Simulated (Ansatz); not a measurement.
Molecule (SMILES): C#C (C2H2).
Atoms: C1, C2, H3, H4. Bonds: C1-C2, C1-H4, C2-H3.

Basis-set convergence of the optimised C1-H4 bond length at HF with Ansatz (a quantum-chemistry and plane-wave program). All functions are spherical. The program fits the integrals of some runs and decomposes those of others, by size. No added dispersion term, no relativity. Reference: the value in def2-QZVPPD, 1.0540 Å, itself unsure by roughly 0.0001 Å (its mean distance from pcseg-3, def2-QZVPP, cc-pVQZ). Deviations are taken from unrounded values.

```
basis        functions
-----------  ---------
pcseg-0             22
pcseg-1             38
aug-pcseg-1         64
pcseg-2             88
aug-pcseg-2        138
pcseg-3            186
```

Question: Which is the smallest pcseg set listed that can be trusted to 0.003 Å here, that is, within that of the reference together with its larger relatives (same family, alike in diffuse functions; a set with none to test it counts only in the reference's own line)?

Answer: The smallest set listed that lies within 0.003 Å of the reference with all its larger relatives (same family, alike in diffuse functions; a set with none counts only in the reference's own line) is pcseg-2 (88 functions, 0.0000 Å off). Inside, with no larger relative to test it: aug-pcseg-2. Value minus reference: pcseg-0 0.0049, pcseg-1 0.0065, aug-pcseg-1 0.0060, pcseg-2 0.0000, aug-pcseg-2 -0.0001, pcseg-3 -0.0003 Å.
